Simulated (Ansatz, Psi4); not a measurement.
System: methyl formate, C₂H₄O₂ (charge 0, singlet). SMILES: COC=O
Geometry: optimised at B3LYP-D3(BJ)/def2-TZVP (Ansatz, a first-principles code).

B3LYP/6-31G* beside other levels, property by property. Conventions: dispersion terms only where a functional's name holds one; valence correlation only; LANL2DZ all-electron up to Ne; open shells spin-unrestricted; six Cartesian d functions in 6-31G* and its kin unless marked 5d; non-relativistic; atomisation electronic, to ground-state atoms; no spin-orbit coupling. CBS marks a two-point X^-3 extrapolation of the correlation energy; Hartree-Fock from the larger set. [CCSD(T)-MP2]/basis is that difference in the basis named. First-principles rows: single points at B3LYP-D3(BJ) geometries (Ansatz), with unscaled harmonic terms from B3LYP/6-31G* at its own minima, enthalpies of formation by atomisation with measured atoms.

Measured values: Active Thermochemical Tables 1.112 (ions: stationary electron), as tabulated in the package chemicals; Active Thermochemical Tables 1.112 (ions: stationary electron), as tabulated in the package chemicals; G2/97 table in ASE (Curtiss et al.); NIST CCCBDB, as tabulated in the package chemicals; they hold spin-orbit and core effects, anharmonicity and other conformers. Coupled cluster (Ansatz) is a level with limits of its own, used here on species with T1 under 0.025 (0.045 for open shells) and stable references: (a) RI-MP2/CBS(aug-cc-pVTZ,aug-cc-pVQZ)+[CCSD(T)-MP2]/aug-cc-pVTZ; (b) RI-MP2/CBS(cc-pVTZ,cc-pVQZ)+[CCSD(T)-MP2]/cc-pVTZ.

```csv
property,B3LYP/6-31G* (Ansatz),B3LYP/STO-3G (Ansatz),B3LYP/LANL2DZ (Ansatz),wB97X-D/6-31G* (Psi4),to compare with
atomisation energy (kcal/mol),783.1,845.7,726.5,786.5,785.6 coupled cluster (a)
"proton affinity at O (heteroatom site), enthalpy at 298 K, to COC=[OH+] (kcal/mol)",188.1,233.2,185.3,189.4,187.5 coupled cluster (b)
"C-O bond dissociation enthalpy at 298 K, to [CH]=O (CHO) + C[O] (CH3O) (kcal/mol)",95.5,94.9,89.2,100.4,99.6 measured
enthalpy of formation at 298 K (kcal/mol),-82.6,-145.2,-26.0,-86.0,-85.5 measured
"C-H bond dissociation enthalpy at 298 K, to CO[C]=O + H atom (kcal/mol)",97.3,109.8,99.9,98.4,100.2 coupled cluster (b)
size of the dipole moment (D),1.84,1.34,1.93,1.87,1.77 measured
```

As the rows show:
- atomisation energy: B3LYP/6-31G* lies 2.5 kcal/mol below coupled cluster.
- proton affinity at O (heteroatom site), enthalpy at 298 K, to COC=[OH+]: B3LYP/6-31G* lies 0.6 kcal/mol above coupled cluster.
- C-O bond dissociation enthalpy at 298 K, to [CH]=O (CHO) + C[O] (CH3O): B3LYP/6-31G* lies 4.1 kcal/mol below the measured value.
- enthalpy of formation at 298 K: B3LYP/6-31G* lies 2.9 kcal/mol above the measured value.
- C-H bond dissociation enthalpy at 298 K, to CO[C]=O + H atom: B3LYP/6-31G* lies 2.9 kcal/mol below coupled cluster.
- size of the dipole moment: B3LYP/6-31G* lies 0.07 D above the measured value.

The properties are those with a value to compare with, at most eight drawn at random. No case is left out for the size of its miss. Left out are saddle points of the reference geometry, anions that the best level run finds unbound, excited spin states, species near biochemistry, cases with under five habitual levels, runs that failed or whose electronic state is in doubt, and table entries that another table contradicts.
